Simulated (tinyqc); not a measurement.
RKS/PBE in the sto-3g basis, for BH, spin multiplicity 1, step by step. Computed by tinyqc, a small Python program that keeps every step (integrals from PySCF). Settings: charge = 0, multiplicity = 1, basis = sto-3g, energy threshold = 1e-09, iteration cap = 80, orthogonalisation = symmetric, start = highest core orbitals, DIIS depth = 4, method = RKS, functional = pbe,pbe, grid = [40, 14]. Command: `OMP_NUM_THREADS=1 python tinyqc.py 29857 29858 out.jsonl` (the two numbers bound the seeds that draw the settings). One thread of a shared host (Intel(R) Xeon(R) Processor @ 2.60GHz), about 0.7 s of CPU time with the checks. Later iterations appear only in the table of the cycle.

## One-electron integrals

Geometry (angstrom):

| atom | x | y | z |
|---|---|---|---|
| B | 0.000000 | 0.000000 | 0.000000 |
| H | 0.000000 | 0.000000 | 2.108000 |

Basis sto-3g: exponents (1/bohr^2) and contraction coefficients of normalised primitives:

| element | l (shell) | exponent | coefficient |
|---|---|---|---|
| B | s (1) | 48.791113 | 0.154329 |
| B | s (1) | 8.887362 | 0.535328 |
| B | s (1) | 2.405267 | 0.444635 |
| B | s (2) | 2.236956 | -0.099967 |
| B | s (2) | 0.519821 | 0.399513 |
| B | s (2) | 0.169062 | 0.700115 |
| B | p (3) | 2.236956 | 0.155916 |
| B | p (3) | 0.519821 | 0.607684 |
| B | p (3) | 0.169062 | 0.391957 |
| H | s (1) | 3.425251 | 0.154329 |
| H | s (1) | 0.623914 | 0.535328 |
| H | s (1) | 0.168855 | 0.444635 |

Overlap, kinetic and nuclear-attraction integrals over the contracted functions; the nuclear repulsion is the sum of Za Zb / Rab.

nuclear repulsion = 1.25516416 hartree

overlap S, lower triangle:
```
           1B 1s     1B 2s    1B 2px    1B 2py    1B 2pz     2H 1s
1B 1s   1.000000
1B 2s   0.269328  1.000000
1B 2px  0.000000  0.000000  1.000000
1B 2py  0.000000  0.000000  0.000000  1.000000
1B 2pz  0.000000  0.000000  0.000000  0.000000  1.000000
2H 1s   0.008316  0.137220  0.000000  0.000000  0.180731  1.000000
```

kinetic energy T (hartree), lower triangle:
```
            1B 1s      1B 2s    1B 2px    1B 2py    1B 2pz     2H 1s
1B 1s   10.826302
1B 2s   -0.047967   0.359168
1B 2px   0.000000   0.000000  1.123881
1B 2py   0.000000   0.000000  0.000000  1.123881
1B 2pz   0.000000   0.000000  0.000000  0.000000  1.123881
2H 1s   -0.003276  -0.010189  0.000000  0.000000  0.010499  0.760032
```

nuclear attraction V (hartree), lower triangle:
```
             1B 1s      1B 2s     1B 2px     1B 2py     1B 2pz      2H 1s
1B 1s   -23.398421
1B 2s    -3.206972  -4.022536
1B 2px    0.000000   0.000000  -3.981905
1B 2py    0.000000   0.000000   0.000000  -3.981905
1B 2pz   -0.005922  -0.060327   0.000000   0.000000  -4.013008
2H 1s    -0.098745  -0.383737   0.000000   0.000000  -0.470612  -2.481514
```

core Hamiltonian H = T + V (hartree), lower triangle:
```
             1B 1s      1B 2s     1B 2px     1B 2py     1B 2pz      2H 1s
1B 1s   -12.572119
1B 2s    -3.254940  -3.663368
1B 2px    0.000000   0.000000  -2.858024
1B 2py    0.000000   0.000000   0.000000  -2.858024
1B 2pz   -0.005922  -0.060327   0.000000   0.000000  -2.889127
2H 1s    -0.102020  -0.393926   0.000000   0.000000  -0.460112  -1.721483
```

## Two-electron integrals

Functions are numbered as in S; the eight-fold symmetry (ij|kl) = (ji|kl) = (kl|ij) leaves the list below.

Two-electron integrals (ij|kl) in chemists' order, unique and non-zero (hartree):
```
(11|11) 2.923513   (21|11) 0.518376   (21|21) 0.109262   (22|11) 0.744229
(22|21) 0.193177   (22|22) 0.544804   (31|31) 0.020264   (32|31) 0.029996
(32|32) 0.120346   (33|11) 0.742491   (33|21) 0.193240   (33|22) 0.544682
(33|33) 0.586773   (41|41) 0.020264   (42|41) 0.029996   (42|42) 0.120346
(43|43) 0.031630   (44|11) 0.742491   (44|21) 0.193240   (44|22) 0.544682
(44|33) 0.523513   (44|44) 0.586773   (51|51) 0.020264   (52|51) 0.029996
(52|52) 0.120346   (53|53) 0.031630   (54|54) 0.031630   (55|11) 0.742491
(55|21) 0.193240   (55|22) 0.544682   (55|33) 0.523513   (55|44) 0.523513
(55|55) 0.586773   (61|11) 0.015831   (61|21) 0.003332   (61|22) 0.005936
(61|33) 0.005911   (61|44) 0.005911   (61|51) 0.000262   (61|52) 0.000485
(61|55) 0.005990   (61|61) 0.000105   (62|11) 0.061029   (62|21) 0.016218
(62|22) 0.053605   (62|33) 0.051956   (62|44) 0.051956   (62|51) 0.001749
(62|52) 0.012486   (62|55) 0.056844   (62|61) 0.000533   (62|62) 0.009477
(63|31) 0.001230   (63|32) 0.006522   (63|53) 0.002095   (63|63) 0.000759
(64|41) 0.001230   (64|42) 0.006522   (64|54) 0.002095   (64|64) 0.000759
(65|11) 0.070398   (65|21) 0.018874   (65|22) 0.065138   (65|33) 0.062163
(65|44) 0.062163   (65|51) 0.002785   (65|52) 0.019166   (65|55) 0.071010
(65|61) 0.000635   (65|62) 0.013126   (65|65) 0.018586   (66|11) 0.250970
(66|21) 0.067585   (66|22) 0.249886   (66|33) 0.240244   (66|44) 0.240244
(66|51) 0.005898   (66|52) 0.058709   (66|55) 0.268929   (66|61) 0.002202
(66|62) 0.065553   (66|65) 0.097689   (66|66) 0.774606
```

## Orthogonalisation

S = U s U^T; symmetric (Loewdin) form X = U s^(-1/2) U^T, so that X^T S X = 1.

eigenvalues of S: 0.687038  0.842366  1.000000  1.000000  1.149636  1.320959

X, lower triangle:
```
            1B 1s      1B 2s    1B 2px    1B 2py     1B 2pz     2H 1s
1B 1s    1.028979
1B 2s   -0.142486   1.036707
1B 2px   0.000000   0.000000  1.000000
1B 2py   0.000000   0.000000  0.000000  1.000000
1B 2pz  -0.001691   0.010077  0.000000  0.000000   1.012736
2H 1s    0.010717  -0.073462  0.000000  0.000000  -0.093437  1.020309
```

## Starting guess

The start is the highest orbitals of the core Hamiltonian (a deliberately bad start); D = 2 C_occ C_occ^T.

D at the start, lower triangle:
```
            1B 1s      1B 2s    1B 2px    1B 2py     1B 2pz     2H 1s
1B 1s    0.000769
1B 2s   -0.004240   0.023385
1B 2px   0.000000   0.000000  2.000000
1B 2py   0.000000   0.000000  0.000000  2.000000
1B 2pz  -0.004980   0.027464  0.000000  0.000000   0.032255
2H 1s    0.040182  -0.221609  0.000000  0.000000  -0.260265  2.100102
```

## Iteration 1: exchange-correlation on the grid

Becke grid with 40 radial and 14 angular points per atom, points of zero weight dropped. rho = sum D_ij phi_i phi_j; V_xc,ij = sum w v_xc phi_i phi_j plus the gradient terms; v_xc is d(rho eps)/d rho at fixed gradient.

The 8 grid points with the largest w rho, of 1100 (bohr, atomic units):

| x | y | z | w | rho | \|grad rho\|^2 | eps_xc | v_xc |
|---|---|---|---|---|---|---|---|
| 0.000000 | 1.631337 | 0.000000 | 0.532723 | 0.098736 | 0.026455 | -0.399404 | -0.502404 |
| 1.631337 | 0.000000 | 0.000000 | 0.532723 | 0.098736 | 0.026455 | -0.399404 | -0.502404 |
| -1.631337 | 0.000000 | 0.000000 | 0.532723 | 0.098736 | 0.026455 | -0.399404 | -0.502404 |
| 0.000000 | -1.631337 | 0.000000 | 0.532723 | 0.098736 | 0.026455 | -0.399404 | -0.502404 |
| 0.000000 | 1.404571 | 0.000000 | 0.355132 | 0.139564 | 0.039305 | -0.441335 | -0.566539 |
| 1.404571 | 0.000000 | 0.000000 | 0.355132 | 0.139564 | 0.039305 | -0.441335 | -0.566539 |
| -1.404571 | 0.000000 | 0.000000 | 0.355132 | 0.139564 | 0.039305 | -0.441335 | -0.566539 |
| 0.000000 | -1.404571 | 0.000000 | 0.355132 | 0.139564 | 0.039305 | -0.441335 | -0.566539 |

electrons on the grid, sum of w rho = 6.002315

E_xc = sum of w rho eps_xc = -2.31893523 hartree

V_xc (hartree), lower triangle:
```
            1B 1s      1B 2s     1B 2px     1B 2py     1B 2pz      2H 1s
1B 1s   -0.432204
1B 2s   -0.142467  -0.425803
1B 2px   0.000000   0.000000  -0.480861
1B 2py   0.000000   0.000000   0.000000  -0.480861
1B 2pz   0.000450  -0.008365   0.000000   0.000000  -0.318337
2H 1s   -0.004196  -0.046717   0.000000   0.000000  -0.059912  -0.521523
```

## Iteration 1: building the Kohn-Sham matrix

J_ij = sum D_kl (ij|kl); F = H + J + V_xc; E = tr D H + tr D J / 2 + E_xc + E_nn.

Coulomb J (hartree), lower triangle:
```
           1B 1s     1B 2s    1B 2px    1B 2py    1B 2pz     2H 1s
1B 1s   3.473810
1B 2s   0.908373  2.675566
1B 2px  0.000000  0.000000  2.698753
1B 2py  0.000000  0.000000  0.000000  2.698753
1B 2pz  0.011628  0.114136  0.000000  0.000000  2.627752
2H 1s   0.028051  0.338166  0.000000  0.000000  0.443101  2.525303
```

Kohn-Sham matrix F (hartree), lower triangle:
```
            1B 1s      1B 2s     1B 2px     1B 2py     1B 2pz     2H 1s
1B 1s   -9.530514
1B 2s   -2.489034  -1.413605
1B 2px   0.000000   0.000000  -0.640132
1B 2py   0.000000   0.000000   0.000000  -0.640132
1B 2pz   0.006157   0.045444   0.000000   0.000000  -0.579713
2H 1s   -0.078166  -0.102477   0.000000   0.000000  -0.076923  0.282298
```

total energy of this density = -7.93514088 hartree

## Iteration 1: diagonalisation and new density

Diagonalise F' = X^T F X, C = X C', fill 3 alpha and 3 beta electrons from the bottom; D = 2 C_occ C_occ^T. Each column has its largest component positive (the first on a tie).

F' = X^T F X (hartree), lower triangle:
```
           1          2          3          4          5         6
1  -9.391099
2  -1.096077  -0.960956
3   0.000000   0.000000  -0.640132
4   0.000000   0.000000   0.000000  -0.640132
5  -0.001934   0.048471   0.000000   0.000000  -0.576562
6   0.008181  -0.055305   0.000000   0.000000  -0.056471  0.312947
```

orbital energies (hartree): MO1 -9.531281, MO2 -0.831733, MO3 -0.640132, MO4 -0.640132, MO5 -0.572216, MO6 0.319559

coefficients C:
```
              MO1        MO2        MO3       MO4        MO5        MO6
1B 1s    1.002589  -0.266698   0.000000  0.000000  -0.047795   0.024909
1B 2s   -0.009813   1.024293   0.000000  0.000000   0.186910  -0.127889
1B 2px   0.000000   0.000000   0.979376  0.202048   0.000000   0.000000
1B 2py   0.000000   0.000000  -0.202048  0.979376   0.000000   0.000000
1B 2pz  -0.000867  -0.173424   0.000000  0.000000   0.989331  -0.160054
2H 1s    0.001239  -0.016346   0.000000  0.000000  -0.029540   1.026709
```

D after iteration 1, lower triangle:
```
            1B 1s      1B 2s     1B 2px    1B 2py    1B 2pz     2H 1s
1B 1s    2.152624
1B 2s   -0.566032   2.098543
1B 2px   0.000000   0.000000   1.918353
1B 2py   0.000000   0.000000  -0.395762  0.081647
1B 2pz   0.090764  -0.355256   0.000000  0.000000  0.060153
2H 1s    0.011203  -0.033511   0.000000  0.000000  0.005667  0.000537
```

Within a degenerate level the vectors are fixed only up to a rotation; this is one choice.

## Iteration 2: exchange-correlation on the grid

As before.

The 8 grid points with the largest w rho, of 1100 (bohr, atomic units):

| x | y | z | w | rho | \|grad rho\|^2 | eps_xc | v_xc |
|---|---|---|---|---|---|---|---|
| 1.631337 | 0.000000 | 0.000000 | 0.532723 | 0.128324 | 0.047942 | -0.432474 | -0.545975 |
| -1.631337 | 0.000000 | 0.000000 | 0.532723 | 0.128324 | 0.047942 | -0.432474 | -0.545975 |
| 1.404571 | 0.000000 | 0.000000 | 0.355132 | 0.183186 | 0.072439 | -0.479685 | -0.617265 |
| -1.404571 | 0.000000 | 0.000000 | 0.355132 | 0.183186 | 0.072439 | -0.479685 | -0.617265 |
| 1.883080 | 0.000000 | 0.000000 | 0.786788 | 0.080962 | 0.025393 | -0.380511 | -0.462606 |
| -1.883080 | 0.000000 | 0.000000 | 0.786788 | 0.080962 | 0.025393 | -0.380511 | -0.462606 |
| 1.201028 | 0.000000 | 0.000000 | 0.232596 | 0.241068 | 0.095858 | -0.520843 | -0.676232 |
| -1.201028 | 0.000000 | 0.000000 | 0.232596 | 0.241068 | 0.095858 | -0.520843 | -0.676232 |

electrons on the grid, sum of w rho = 6.002379

E_xc = sum of w rho eps_xc = -4.51722499 hartree

V_xc (hartree), lower triangle:
```
            1B 1s      1B 2s     1B 2px     1B 2py     1B 2pz      2H 1s
1B 1s   -1.895951
1B 2s   -0.289931  -0.459925
1B 2px   0.000000   0.000000  -0.510680
1B 2py   0.000000   0.000000   0.018455  -0.431137
1B 2pz   0.003658   0.030802   0.000000   0.000000  -0.426094
2H 1s   -0.008812  -0.029990   0.000000   0.000000  -0.030186  -0.060543
```

## Iteration 2: building the Kohn-Sham matrix

As before.

Coulomb J (hartree), lower triangle:
```
            1B 1s      1B 2s     1B 2px    1B 2py    1B 2pz     2H 1s
1B 1s    8.795030
1B 2s    1.794911   3.646193
1B 2px   0.000000   0.000000   3.719939
1B 2py   0.000000   0.000000  -0.025036  3.603750
1B 2pz  -0.017711  -0.080639   0.000000  0.000000  3.602180
2H 1s    0.054625   0.323845   0.000000  0.000000  0.381754  1.441330
```

Kohn-Sham matrix F (hartree), lower triangle:
```
            1B 1s      1B 2s     1B 2px    1B 2py     1B 2pz      2H 1s
1B 1s   -5.673040
1B 2s   -1.749960  -0.477099
1B 2px   0.000000   0.000000   0.351234
1B 2py   0.000000   0.000000  -0.006581  0.314589
1B 2pz  -0.019974  -0.110164   0.000000  0.000000   0.286958
2H 1s   -0.056207  -0.100071   0.000000  0.000000  -0.108544  -0.340696
```

total energy of this density = -24.02925886 hartree

## Iteration 2: DIIS over 2 matrices

error matrix X^T (FDS - SDF) X:
```
           1          2         3          4         5          6
1   0.000000   0.028429  0.000000   0.000000  0.112615  -0.059424
2  -0.028429   0.000000  0.000000   0.000000  0.286908   0.103072
3   0.000000   0.000000  0.000000  -0.002415  0.000000   0.000000
4   0.000000   0.000000  0.002415   0.000000  0.000000   0.000000
5  -0.112615  -0.286908  0.000000   0.000000  0.000000  -0.030572
6   0.059424  -0.103072  0.000000   0.000000  0.030572   0.000000
```

B (overlaps of the stored error matrices):
```
                1               2
1   9.7619453e-03  -5.9864056e-03
2  -5.9864056e-03   2.2180468e-01
```

Minimise |sum c_i e_i|^2 with sum c_i = 1: solve [B -1; -1 0][c; lambda] = [0; -1] with B_ij = tr e_i^T e_j, and take F = sum c_i F_i.

DIIS coefficients: 0.935336  0.064664

extrapolated F (hartree), lower triangle:
```
            1B 1s      1B 2s     1B 2px     1B 2py     1B 2pz     2H 1s
1B 1s   -9.281072
1B 2s   -2.441242  -1.353046
1B 2px   0.000000   0.000000  -0.576026
1B 2py   0.000000   0.000000  -0.000426  -0.578395
1B 2pz   0.004467   0.035382   0.000000   0.000000  -0.523670
2H 1s   -0.076746  -0.102321   0.000000   0.000000  -0.078967  0.242013
```

## Iteration 2: diagonalisation and new density

As before.

F' = X^T F X (hartree), lower triangle:
```
           1          2          3          4          5         6
1  -9.139748
2  -1.089704  -0.905333
3   0.000000   0.000000  -0.576026
4   0.000000   0.000000  -0.000426  -0.578395
5  -0.002469   0.039143   0.000000   0.000000  -0.519241
6   0.008949  -0.055418   0.000000   0.000000  -0.059364  0.272040
```

orbital energies (hartree): MO1 -9.281515, MO2 -0.771769, MO3 -0.578470, MO4 -0.575952, MO5 -0.518794, MO6 0.279795

coefficients C:
```
              MO1        MO2       MO3        MO4        MO5        MO6
1B 1s    1.001997  -0.270269  0.000000   0.000000  -0.038424   0.026416
1B 2s   -0.007540   1.029908  0.000000   0.000000   0.148744  -0.132932
1B 2px   0.000000   0.000000  0.171560   0.985174   0.000000   0.000000
1B 2py   0.000000   0.000000  0.985174  -0.171560   0.000000   0.000000
1B 2pz  -0.000662  -0.138567  0.000000   0.000000   0.992940  -0.171285
2H 1s    0.000992  -0.014116  0.000000   0.000000  -0.016880   1.027028
```

D after iteration 2, lower triangle:
```
            1B 1s      1B 2s    1B 2px    1B 2py    1B 2pz     2H 1s
1B 1s    2.154086
1B 2s   -0.571816   2.121533
1B 2px   0.000000   0.000000  0.058866
1B 2py   0.000000   0.000000  0.338033  1.941134
1B 2pz   0.073575  -0.285413  0.000000  0.000000  0.038403
2H 1s    0.009618  -0.029091  0.000000  0.000000  0.003911  0.000400
```

## Iteration 19 (converged): orbitals

converged F (hartree), lower triangle:
```
            1B 1s      1B 2s     1B 2px     1B 2py     1B 2pz      2H 1s
1B 1s   -6.281740
1B 2s   -1.899324  -0.804900
1B 2px   0.000000   0.000000  -0.013598
1B 2py   0.000000   0.000000   0.000000  -0.013598
1B 2pz  -0.005133  -0.011689   0.000000   0.000000  -0.003162
2H 1s   -0.060510  -0.092583   0.000000   0.000000  -0.084454  -0.051761
```

As before.

F' = X^T F X (hartree), lower triangle:
```
           1          2          3          4          5          6
1  -6.111535
2  -1.022100  -0.419037
3   0.000000   0.000000  -0.013598
4   0.000000   0.000000   0.000000  -0.013598
5  -0.008025  -0.001199   0.000000   0.000000   0.012187
6   0.018771  -0.056170   0.000000   0.000000  -0.083100  -0.027479
```

orbital energies (hartree): MO1 -6.289514, MO2 -0.257793, MO3 -0.080633, MO4 -0.013598, MO5 -0.013598, MO6 0.082077

coefficients C:
```
              MO1        MO2        MO3        MO4       MO5        MO6
1B 1s    0.989273  -0.300537   0.089677   0.000000  0.000000  -0.046808
1B 2s    0.037552   0.982771  -0.319842   0.000000  0.000000   0.176110
1B 2px   0.000000   0.000000   0.000000   0.999861  0.016648   0.000000
1B 2py   0.000000   0.000000   0.000000  -0.016648  0.999861   0.000000
1B 2pz   0.001478   0.068853   0.582479   0.000000  0.000000   0.830930
2H 1s   -0.003586   0.200398   0.692647   0.000000  0.000000  -0.731669
```

D after iteration 19, lower triangle:
```
            1B 1s      1B 2s    1B 2px    1B 2py    1B 2pz     2H 1s
1B 1s    2.154052
1B 2s   -0.573783   2.139095
1B 2px   0.000000   0.000000  0.000000
1B 2py   0.000000   0.000000  0.000000  0.000000
1B 2pz   0.066009  -0.237157  0.000000  0.000000  0.688050
2H 1s   -0.003320  -0.049454  0.000000  0.000000  0.834491  1.039865
```

Within a degenerate level the vectors are fixed only up to a rotation; this is one choice.

## Convergence

Stop when the energy changes by less than 1e-09 hartree and every element of the error matrix X^T (F D S - S D F) X is below 9e-06.

Course of the cycle:

| iteration | E (hartree) | change | largest element of the error matrix |
|---|---|---|---|
| 1 | -7.93514088 | - | 5.72e-02 |
| 2 | -24.02925886 | -1.61e+01 | 2.87e-01 |
| 3 | -24.04871043 | -1.95e-02 | 2.54e-01 |
| 4 | -24.05922750 | -1.05e-02 | 2.37e-01 |
| 5 | -24.09602063 | -3.68e-02 | 1.68e-01 |
| 6 | -24.28972826 | -1.94e-01 | 3.38e-01 |
| 7 | -24.23846138 | 5.13e-02 | 3.80e-01 |
| 8 | -24.52948058 | -2.91e-01 | 3.60e-01 |
| 9 | -24.48854926 | 4.09e-02 | 3.45e-01 |
| 10 | -24.54905149 | -6.05e-02 | 4.79e-01 |
| 11 | -24.70741003 | -1.58e-01 | 2.84e-01 |
| 12 | -24.69756929 | 9.84e-03 | 3.08e-01 |
| 13 | -24.72750949 | -2.99e-02 | 2.25e-01 |
| 14 | -24.75558773 | -2.81e-02 | 7.87e-02 |
| 15 | -24.75958299 | -4.00e-03 | 1.53e-02 |
| 16 | -24.75973032 | -1.47e-04 | 8.09e-04 |
| 17 | -24.75973072 | -4.03e-07 | 7.53e-05 |
| 18 | -24.75973072 | -3.55e-09 | 1.76e-07 |
| 19 | -24.75973072 | -3.55e-15 | 1.87e-09 |

PySCF RKS in the same basis, fine grid = -24.75779357 hartree

Converged in 19 iterations. The coarse grid moves the energy by -1.94e-03 hartree.

## Populations, bond orders and dipole

Mulliken: Z minus the diagonal of D S on the atom; Loewdin: the same with S^(1/2) D S^(1/2); Mayer order: 2 sum_s sum (D(s) S)_ij (D(s) S)_ji over the two atoms.

Charges (e):

| atom | Mulliken | Loewdin |
|---|---|---|
| 1B | 0.183869 | 0.183299 |
| 2H | -0.183869 | -0.183299 |

Mayer bond orders:

| pair | order |
|---|---|
| 2-1 | 0.966192 |

dipole moment about the origin, x y z (debye): 0.000000  0.000000  -1.236545
